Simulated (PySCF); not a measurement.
C2HFN2S.
SMILES: `Fc1ncsn1`

Vertical excitations from PySCF (density fitting, frozen core in the response, grid level 2 and gas phase unless stated; continuum runs use non-equilibrium linear response for the excitations) on a GFN2-xTB geometry. Reference run:

| settings | S1, eV (f) | S2, eV (f) | S3, eV (f) | S4, eV (f) | S5, eV (f) | S6, eV (f) | T1, eV (Tamm–Dancoff) | mean α (au) |
| --- | --- | --- | --- | --- | --- | --- | --- | --- |
| PBE0/def2-SVPD, full TDDFT, 8 singlets | 5.38 (0.001) | 5.74 (0.088) | 5.96 (0.001) | 6.29 (0.001) | 6.90 (0.038) | 7.02 (0.019) | 3.95 | 51.3 |

Q: What do these settings give: (1) CAM-B3LYP/def2-SVPD, TDA, 3 singlets; (2) PBE0/STO-3G, IEF-PCM chloroform, fitting basis def2-qzvpp-jkfit, TDA, 12 singlets; (3) wB97X/def2-SVPD, TDA, 12 singlets?

A: 
| settings | S1, eV (f) | S2, eV (f) | S3, eV (f) | S4, eV (f) | S5, eV (f) | S6, eV (f) | T1, eV (Tamm–Dancoff) | mean α (au) |
| --- | --- | --- | --- | --- | --- | --- | --- | --- |
| CAM-B3LYP/def2-SVPD, TDA, 3 singlets | 5.55 (0.002) | 5.99 (0.125) | 6.02 (0.001) | – | – | – | 3.97 | 51.2 |
| PBE0/STO-3G, IEF-PCM chloroform, fitting basis def2-qzvpp-jkfit, TDA, 12 singlets | 5.47 (0.008) | 6.60 (0.114) | 6.68 (0.006) | 7.69 (0.000) | 8.19 (0.003) | 8.40 (0.092) | 4.18 | 25.1 |
| wB97X/def2-SVPD, TDA, 12 singlets | 5.66 (0.002) | 6.07 (0.133) | 6.15 (0.001) | 6.58 (0.002) | 7.29 (0.053) | 7.72 (0.010) | 4.06 | 51.0 |

(1) S1 moves by +0.17 eV; functional and response scheme change together, so the shift can't be laid on one. (2) S1 moves by +0.09 eV; basis, environment and response scheme change together, so the shift can't be laid on one. (3) S1 moves by +0.28 eV; functional and response scheme change together, so the shift can't be laid on one. States are counted by energy in each run and needn't keep their character from row to row.

Q: Give the leading configurations of S1 (H = HOMO, L = LUMO) and the HOMO–LUMO gap of each run.

A: 
```tsv
settings	S1 configurations (weight)	S1 (eV)	orbital gap (eV)	S1 − gap (eV)
PBE0/def2-SVPD, full TDDFT, 8 singlets	H−1→L 0.99	5.38	6.47	-1.09
CAM-B3LYP/def2-SVPD, TDA, 3 singlets	H−1→L 0.98	5.55	8.86	-3.31
PBE0/STO-3G, IEF-PCM chloroform, fitting basis def2-qzvpp-jkfit, TDA, 12 singlets	H−1→L 0.99	5.47	6.88	-1.41
wB97X/def2-SVPD, TDA, 12 singlets	H−1→L 0.98	5.66	10.86	-5.20
```

The species at its GFN2-xTB geometry.
